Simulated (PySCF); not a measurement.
## Exercise with solution: entropy of an ideal gas

C2H5O, SMILES C(C)[O], multiplicity 2.

Coordinates come from a PBE-D3(BJ)/def2-TZVP optimisation. The isomer is the one that the SMILES or the coordinates give; other isomers of the formula were not compared.

PySCF with PBE-D3(BJ)/def2-TZVP gives the harmonic wavenumbers 168, 299, 427, 826, 867, 1061, 1068, 1170, 1240, 1328, 1350, 1430, 1439, 2747, 2757, 2973, 3048, 3056 cm⁻¹ and the rotational temperatures 1.9335, 0.4554, 0.4067 K. The molar mass is 45.06 g/mol, the symmetry number 1, the spin multiplicity 2.

Task: Work out the entropy at 298.15 K and 1 atm in the rigid-rotor, harmonic-oscillator model.

Result: 
Translation (Sackur–Tetrode at 1 atm): S = R[1.5 ln M + 2.5 ln T − 1.16487] = 156.2 J/(mol K).
Rotation: q = (√π/σ) T^1.5/√(θA θB θC) = 15200, S = R[ln q + 3/2] = 92.6 J/(mol K).
Vibration: with u = 1.4388 ν/T, each mode gives R[u/(e^u − 1) − ln(1 − e^−u)]:
| ν (cm⁻¹) | modes | u | S (J/(mol K)) |
|---|---|---|---|
| 168 | 1 | 0.81 | 10.28 |
| 299 | 1 | 1.44 | 5.95 |
| 427 | 1 | 2.06 | 3.63 |
| 826 | 1 | 3.99 | 0.78 |
| 867 | 1 | 4.18 | 0.67 |
| 1061 | 1 | 5.12 | 0.31 |
| 1068 | 1 | 5.15 | 0.30 |
| 1170 | 1 | 5.65 | 0.20 |
| 1240 | 1 | 5.98 | 0.15 |
| 1328 | 1 | 6.41 | 0.10 |
| 1350 | 1 | 6.51 | 0.09 |
| 1430 | 1 | 6.90 | 0.07 |
| 1439 | 1 | 6.94 | 0.06 |
The stiffer modes add less than 0.005 each. Sum 22.6 J/(mol K).
Spin: R ln 2 = 5.8 J/(mol K).
Total 277.1 J/(mol K); the program's own thermochemistry gives 277.1. Translation makes up 56 % and vibration 8 %. Anharmonicity, hindered rotation and orbital degeneracy are left out.
